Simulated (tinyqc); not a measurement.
Orbital energy against energy difference: ionisation energy by orbital energies and by energy differences in the 6-31g* basis, for H2O, spin multiplicity 1. Computed by the program tinyqc with PySCF. 

Geometry (angstrom):
```
atom       x        y       z
O     0.0000   0.0000  0.0000
H     0.0000   0.8090  0.4860
H     0.0000  -0.8810  0.5290
```

CCSD(T) difference in the same basis = 11.7568 eV

IP-EOM-CCSD = 11.5743 eV

The cation is unrestricted; errors are against CCSD(T) in this basis, not against experiment.

First vertical ionisation energy (eV):
```
method     -e(HOMO)  E(cation) - E  error of -e(HOMO)  error of the difference
HF           13.322       10.57664              1.566                   -1.180
LDA           6.076       12.43856             -5.681                    0.682
PBE           6.004       12.10852             -5.753                    0.352
B3LYP         7.726       12.14357             -4.031                    0.387
PBE0          8.092       12.02612             -3.665                    0.269
CAM-B3LYP     9.613       12.13167             -2.144                    0.375
LC-wPBE      11.076       12.18212             -0.681                    0.425
```

Koopmans errs by +1.57 eV and Delta-HF by -1.18 eV: relaxation, 2.75 eV, lowers the value and the missing correlation difference works against it. The PBE level is off by -5.8 eV through the wrong tail of its potential, though its energy difference is off by +0.35 eV; exact exchange deepens the level, and among the orbital energies LC-wPBE comes closest; among the differences PBE0 does.
